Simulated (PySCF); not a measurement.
These are B3LYP-D3(BJ)/def2-TZVP (PySCF) values and carry that method's errors. Gas-phase values, no solvent. B3LYP has the VWN-RPA correlation part, as in Gaussian. Delta-SCF ions had no search for a lower state. Excitations are Tamm–Dancoff values on a coarser integration grid. The basis has no diffuse functions, so Rydberg states are missing or too high.

Reference species (SMILES): `BF` (neutral, multiplicity 1).

- S1–T1 gap (TDA) = 0.63 eV
- vertical ionisation energy (Delta-SCF) = 12.50 eV
- S1 excitation (TDA) = 6.08 eV

Changed species: `FB(F)F` (0 of 3 F replaced by H; the reference has 2 of 3 F replaced by H).

Problem. Predict the effect on the S1–T1 gap (TDA), vertical ionisation energy (Delta-SCF) and S1 excitation (TDA).

Solution. the S1–T1 gap (TDA) decreases by 0.38 eV, to 0.25 eV; the vertical ionisation energy (Delta-SCF) increases by 2.71 eV, to 15.21 eV; the S1 excitation (TDA) rises by 4.40 eV, to 10.48 eV.
